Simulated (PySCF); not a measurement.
Geometries of 2 isomers of C4H7N, from PBE0-D3(BJ)/def2-SVP geometry optimisation, gas phase in PySCF. One conformer each, no zero-point energy, no frequencies.

Problem. Which is lower in electronic energy at this level?
A.
```xyz
12
angstrom
N      1.689   -0.262   -0.491
C      0.411   -0.472    0.129
C     -0.785   -0.520   -0.797
C     -1.448    0.450   -0.149
C     -0.354    0.699    0.859
H      1.674    0.579   -1.066
H      2.420   -0.138    0.207
H      0.481   -1.365    0.776
H     -1.007   -1.146   -1.665
H     -2.443    0.887   -0.274
H     -0.612    0.532    1.920
H      0.163    1.669    0.772
```
B.
```xyz
12
angstrom
C     -1.127    0.458   -0.898
C     -0.534   -0.197    0.345
C      0.934   -0.330    0.269
N      1.851   -1.177    0.366
C      2.241    0.261    0.067
H     -2.214    0.582   -0.790
H     -0.686    1.452   -1.070
H     -0.942   -0.152   -1.795
H     -0.764    0.415    1.234
H     -0.963   -1.197    0.520
H      2.741    0.818    0.871
H      2.616    0.472   -0.943
```

Solution. A. That is `N[C@@H]1C=CC1`, 4.5 kcal/mol below the other.

| SMILES | atoms numbered as above | E (Eh) | relative (kcal/mol) | relative (kJ/mol) | dipole (D) |
| --- | --- | --- | --- | --- | --- |
| N[C@@H]1C=CC1 | [NH2:1][C@@H:2]1[CH:3]=[CH:4][CH2:5]1 | -210.92710 | 0.0 | 0.0 | 1.22 |
| CCC1=NC1 | [CH3:1][CH2:2][C:3]1=[N:4][CH2:5]1 | -210.91992 | 4.5 | 18.8 | 2.77 |

As drawn, the lower has a four-membered ring, an N–H bond and a C=C bond outside aromatic rings, which the higher lacks; the higher has a three-membered ring and a C=N bond, which the lower lacks.
